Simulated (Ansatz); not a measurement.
S2 (SMILES S=S): entropy by statistical mechanics

A linear triplet with charge 0, relaxed at U-wB97M-V/def2-TZVPD (Ansatz 0.2.0):

```xyz
2

S     0.0000    0.0000    0.0031
S     0.0000    0.0000    1.8861
```

Harmonic wavenumbers in cm⁻¹: 764.

Masses in u: S 32.06. Take T = 298.15 K, p = 1 bar, R = 8.3145 J/(mol K), kT/hc = 207.22 cm⁻¹, rigid rotor and harmonic oscillator.

Task: Compute the standard molar entropy.

Result: 
1. Translation (Sackur–Tetrode): S = R[3/2 ln M + 5/2 ln T − 1.1517] with M = 64.12 gives 160.7 J/(mol K).
2. Rotation: the moment of inertia is 56.837 u Å², so B = 16.8576/I = 0.2966 cm⁻¹; σ = 2; q = kT/(σhcB) = 349.3; S = R(ln q + 1) = 57.0.
3. Vibration: with u = ν̃/207.22, each mode gives R[u/(eᵘ − 1) − ln(1 − e⁻ᵘ)]; the sum is 1.0, most from 764 cm⁻¹ (1.0).
4. Electronic: R ln 3 = 9.1, from the spin multiplicity alone.
5. Sum: 160.7 + 57.0 + 1.0 + 9.1 = 227.8 J/(mol K).

No measured value is set beside it here.
